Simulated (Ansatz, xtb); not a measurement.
**Two isomers of BH5OSi+**

Structure a: the doublet with the links of `B[OH+][SiH2]`. Structure b: the doublet with the links of `[OH2+]B[SiH2]`. Both are isolated ions in the gas phase, relaxed with r2SCAN-D4/def2-SVP; the shapes shown needn't be the lowest conformers.

a (Å):

```yaml
atoms:
  - { symbol: B, position_ang: [-0.7125, 1.3175, 0.9814] }
  - { symbol: O, position_ang: [-0.2429, 0.5858, -0.1503] }
  - { symbol: Si, position_ang: [-1.2198, 0.1030, -1.6834] }
  - { symbol: H, position_ang: [0.0807, 1.4789, 1.8575] }
  - { symbol: H, position_ang: [-1.8490, 1.6741, 0.9004] }
  - { symbol: H, position_ang: [0.6813, 0.2677, -0.0900] }
  - { symbol: H, position_ang: [-0.0888, -0.1071, -2.6233] }
  - { symbol: H, position_ang: [-2.0482, 1.3219, -1.8557] }
```

b (Å):

```
atom    x (Å)    y (Å)    z (Å)
   B  -0.9481   1.5152  -0.2821
   O  -0.3744   1.4464   1.0874
  Si  -0.8746   0.0126  -1.4942
   H   0.0703   0.6695   1.4765
   H  -0.4152   2.2102   1.6952
   H  -1.4268   2.5935  -0.4762
   H  -0.2461  -1.2798  -1.1242
   H  -1.4660   0.1535  -2.8414
```

Q: Which of the two would you expect CCSD(T)/def2-SVP + ΔMP2/def2-TZVPP electronic energies to favour?

A: Structure a; the calculation gives E(b) − E(a) = +0.700 eV.

Level by level:

```csv
level,geometry,E(b) − E(a) (eV),departure from the last row (eV),"job, with rough time for the two"
GFN2-xTB,GFN2-xTB,+0.999,+0.300,"optimisation, 0.19 s"
HF/STO-3G,GFN2-xTB,+1.596,+0.896,"single point, 0.2 s"
r2SCAN-D4/def2-SVP//GFN2-xTB,GFN2-xTB,+0.393,−0.307,"single point, 2.8 s"
r2SCAN-D4/def2-SVP,r2SCAN-D4/def2-SVP,+0.453,−0.246,"optimisation, 68 s"
HF/def2-SVP,r2SCAN-D4/def2-SVP,+1.007,+0.308,part of the CCSD(T) run
MP2/def2-SVP,r2SCAN-D4/def2-SVP,+0.772,+0.072,part of the CCSD(T) run
CCSD(T)/def2-SVP,r2SCAN-D4/def2-SVP,+0.705,+0.005,single point
CCSD(T)/def2-SVP + ΔMP2/def2-TZVPP,r2SCAN-D4/def2-SVP,+0.700,,"single point, 16 s"
```

As drawn, b has 1 B–Si, 1 O–H in place of 1 O–Si, 1 B–H.

None of the levels shown reverses the order. The largest departure from CCSD(T)/def2-SVP + ΔMP2/def2-TZVPP is that of HF/STO-3G, 0.896 eV. The last row adds to CCSD(T) the change of the MP2 difference between the two basis sets, here −0.005 eV.

With harmonic frequencies from r2SCAN-D4/def2-SVP (ideal gas, rigid rotor, one conformer each, 298.15 K, 1 atm): the zero-point term adds +0.023 eV; ΔH is +0.728 and ΔG +0.735 eV.

Open shells are spin-unrestricted. The correlated steps freeze 7 core orbitals. Mirror images aren't counted in ΔG. Run with Ansatz 0.2.0, xtb 6.7.1; the last row on 1 thread of Intel(R) Xeon(R) 6975P-C (Granite Rapids) on a shared host.
